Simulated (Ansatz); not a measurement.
# OSi: the cost of one run

Method: def2-QZVPP, all electrons in the functionals, frozen cores in the correlation of double hybrids and RPA; program: Ansatz 0.2.0, Gaussian basis.

The runs, in order: wB97M-V, B2PLYP, at charge 0, triplet; charge 0, singlet; charge 0, quintet; charge 1, doublet; charge 1, quartet.

2 further runs of the same task are left out: 2 set aside as unsound or not needed.

## (1) What is computed

The geometry is a PBE0/def2-TZVP stationary point (not a proven minimum).

2 atoms, charge 0, spin multiplicity 3.

Atoms are counted from 1 here; the program's logs count them from 0.

Bond lengths: Si1–O2 1.724 Å.

No dispersion term is added; wB97M-V holds VV10 nonlocal correlation.

The geometry shown and the zero of energy belong to the point charge 0, triplet. The yardstick, UCCSD(T), and other wave-function levels (R restricted, U unrestricted, valence and pair active spaces) come from earlier runs.

## (2) wB97M-V, charge 0, triplet

in.yaml

```yaml
crystal:
  periodic: [false, false, false]
  atoms:
    - {symbol: Si, position_ang: [0.000000, 0.000000, 0.000000]}
    - {symbol: O, position_ang: [0.000000, 0.000000, 1.723500]}
basis:
  gaussian: {orbitals: "def2-QZVPP.json"}
magnetization: {spin_polarized: true, initial_magnetization: 2}
hamiltonian: {xc: {name: wB97M-V}}
output: {orbitals: {seedname: orbitals}}
```

Command:

```bash
$ ansatz run in.yaml --threads 1 --pin off --events-out ev --progress --plain --max-ram 2393MiB
```

**Question.** How long does this run take on 1 thread of Arm Neoverse V1, shared host, and how much memory does it need?

About 41 s, with a peak of 0.33 GiB.
